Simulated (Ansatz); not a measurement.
Reaction (substitution at a C–N bond): `CNC1C=N1` + `C=N` → `C=NC1C=N1` + CH₃NH₂

Calculated with Ansatz (gas phase, PBE0-D4/def2-TZVP geometries, no zero-point term in ΔE). CBS: MP2 limit from def2 TZ/QZ plus the TZ coupled-cluster correction, frozen cores. This one scheme is used for every species. DFT in def2-TZVPP. One conformer a species, not always the lowest.

| level | ΔE (kJ/mol) | difference from CCSD(T)/CBS |
| --- | --- | --- |
| PBE-D4 | -7.9 | -2.3 |
| r2SCAN-D4 | -8.8 | -3.2 |
| PBE0-D4 | -7.1 | -1.5 |
| ωB97M-V | -4.8 | 0.8 |
| B2PLYP | -6.2 | -0.6 |
| PBE | -8.1 | -2.5 |
| r2SCAN | -9.1 | -3.5 |
| HF/def2-TZVPP | -3.3 | 2.3 |
| MP2/def2-TZVPP | -7.0 | -1.4 |
| SCS-MP2/def2-TZVPP | -5.3 | 0.3 |
| CCSD(T)/def2-TZVPP | -4.5 | 1.1 |
| HF/def2-QZVPP | -3.4 | 2.2 |
| MP2/def2-QZVPP | -7.7 | -2.1 |
| SCS-MP2/def2-QZVPP | -5.9 | -0.3 |
| HF/CBS(def2) | -3.4 | 2.2 |
| MP2/CBS(def2) | -8.2 | -2.6 |
| CCSD(T)/CBS | -5.6 | 0 |

Largest T1 diagnostic among the species: 0.013.
